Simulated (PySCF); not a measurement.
A spin–spin coupling run with PySCF 2.14.0 with density-fitted response routines (density fitting, non-relativistic, gas phase) on `Cn1cncn1`, C₃H₅N₃:

```
{"job": {"kind": "j", "xc": "B3LYP", "basis": "pcJ-1"}, "charge": 0, "multiplicity": 1}
C     -1.606675    -0.234739    -0.042517
N     -0.185052    -0.056540    -0.020590
C      0.536501     1.073841     0.074950
N      1.818062     0.793962     0.085595
C      1.841268    -0.549431    -0.005890
N      0.651602    -1.098406    -0.070965
H     -1.992780    -0.368262     0.970961
H     -2.079415     0.635054    -0.496422
H     -1.833308    -1.126755    -0.624232
H      0.109018     2.053934     0.129414
H      2.746202    -1.119987    -0.026268
```

Hardware: 1 thread of an Arm Neoverse V2, shared host. The job also computes field gradients.

Question: How large is the calculation?

Answer: 44 electrons, 212 basis functions and 741 auxiliary functions.

Question: How long does it take?

Answer: 21 s of wall time, with 14 SCF cycles. Times on a shared host scatter by some tens of per cent.

Question: And these other runs on the same molecule and hardware: GIAO shielding at PBE0/pcSseg-1?

Answer: PBE0/pcSseg-1: 127 functions, 7.6 s.
